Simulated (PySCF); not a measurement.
## Two structures, one formula

Two relaxed structures of CH4BN, singlet (PBE0-D4/def2-TZVP; forces vanish, vibrations not checked).

A:

```xyz
7
angstrom
B -0.9936 0.3705 -0.7557
N 0.0368 -0.0147 0.0284
C 0.9836 -0.3678 0.7479
H -2.0339 -0.2137 -0.6639
H -0.8282 1.2819 -1.5133
H 1.6968 -1.1291 0.4194
H 1.1408 0.0682 1.7385
```

B:

```
7
angstrom
B -0.8785 0.0143 -0.9571
N 0.2918 -0.2070 0.0003
C 1.1650 -0.3718 0.7146
H -1.8136 -0.5726 -0.4621
H -1.0360 1.2131 -0.9997
H 1.9824 -0.5260 1.3835
H -0.5233 -0.4582 -2.0128
```

Computed with PySCF 2.14 with density fitting (its default auxiliary sets; JK sets also for MP2 and CCSD(T)) (basis: def2-TZVPP); correlated methods freeze the cores. B3LYP uses VWN-RPA correlation.

**Question.** Which structure is lower at CCSD(T), and by how much? (Judge from chemistry; the value comes from the calculation.)

**Answer.** By the calculation: A, by 22.43 kcal/mol (electronic energy, against the other). By their contacts, A is CH₄BN ([BH2][N][CH2]) and B is CH₄BN ([BH3][N][CH]).

All methods give the same order:

| method | E(B) − E(A) (kcal/mol) |
| --- | --- |
| PBE-D4 | 24.16 |
| r2SCAN-D4 | 24.65 |
| PBE0-D4 | 26.10 |
| B3LYP-D4 | 25.66 |
| wB97M-V | 25.03 |
| HF | 28.68 |
| MP2 | 19.26 |
| CCSD | 23.23 |
| CCSD(T) | 22.43 |

No T1 diagnostic of these runs exceeds 0.017.

Labels in which every atom is bracketed show which atoms are joined, not bond orders.

For scale, one of the runs: CCSD(T)/def2-TZVPP, 149 basis functions, launched by `OMP_NUM_THREADS=2 python run.py`. The run took 2.6 min on 2 CPU threads of an Arm Neoverse V1 (shared host), with 0.88 GiB of host memory at its peak.
